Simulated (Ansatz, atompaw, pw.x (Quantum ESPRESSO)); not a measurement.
# Which Pt potential is closest to all-electron in the bcc crystal?

All use LDA (PW92), scalar-relativistic, no spin, cutoffs from each file’s atomic test, pw.x 7.5; 15³ k-points, Fermi–Dirac smearing 0.01 Ry. Δ is the rms difference from all-electron LAPW of the E(V) curves that follow from fits to the pressures, over ±6 % in volume. Mesh and smearing are coarse and serve the comparison alone. The files are a selection: those with a ghost or negative overlap were mostly not run, and those with noisy or unconverged pressures or nearly equal Δ are left out.

All-electron: a0 = 3.102 Å (V0 = 14.93 Å³/atom), B0 = 293.0 GPa.

Q: Rank them by Δ, smallest first.
A. PAW, atompaw 4.2.0.5, LDA (PW92); core [Kr] 4d10, reference 4f13 5s2 5p6 5d10 6s1 6p0; waves: 5s (bound); 6s (bound); 5p (bound); 6p (bound, empty); 5d (bound); 5d channel at 0.95 Ry; 4f (bound); 4f channel at -2.3 Ry; local part: troulliermartins scheme with l = 4 at 0 Ry, radius 1.70 bohr; core correction: smooth core density matched at 2.10 bohr; augmentation: besselshape compensation charge, radius 2.15 bohr; PAW radius 2.20 bohr; waves and projectors: bloechl.
B. PAW, atompaw 4.2.0.5, LDA (PW92); core [Xe] 4f14, reference 5d9 6s0 6p1; waves: 6s (bound, empty); 6s channel at 1.55 Ry; 6p (bound); 6p channel at 5.25 Ry; 5d (bound); 5d channel at -0.3 Ry; local part: ultrasoft scheme with l = 3 at 0 Ry, radius 2.50 bohr; core correction: smooth core density matched at 2.80 bohr; augmentation: gaussian compensation charge, radius 2.85 bohr; PAW radius 3.00 bohr; waves and projectors: bloechl.
C. PAW, atompaw 4.2.0.5, LDA (PW92); core [Kr] 4d10 4f14, reference 5s2 5p6 5d9 6s1 6p0; waves: 5s (bound): rc 1.80 bohr; 6s (bound): rc 2.30 bohr; 5p (bound): rc 1.95 bohr; 6p (bound, empty): rc 2.00 bohr; 5d (bound): rc 2.30 bohr; 5d channel at -0.1 Ry: rc 2.30 bohr; local part: bessel scheme, radius 1.75 bohr; core correction: smooth core density matched at 2.25 bohr; augmentation: sinc compensation charge, radius 2.30 bohr; PAW radius 2.30 bohr; waves and projectors: custom polynom gramschmidtortho.
D. PAW, atompaw 4.2.0.5, LDA (PW92); core [Xe] 4f14, reference 5d8 6s2 6p0; waves: 6s (bound): rc 2.00 bohr; 6s channel at 2 Ry: rc 2.00 bohr; 6p (bound, empty): rc 3.00 bohr; 6p channel at 0.25 Ry: rc 3.00 bohr; 5d (bound): rc 1.65 bohr; 5d channel at 4.3 Ry: rc 3.00 bohr; local part: bessel scheme, radius 2.40 bohr; core correction: smooth core density matched at 1.70 bohr; augmentation: sinc compensation charge, radius 2.40 bohr; PAW radius 3.00 bohr; waves and projectors: custom rrkj gramschmidtortho.

A: A (0.9 meV/atom), C (3.6 meV/atom), B (11.6 meV/atom), D (33.5 meV/atom).
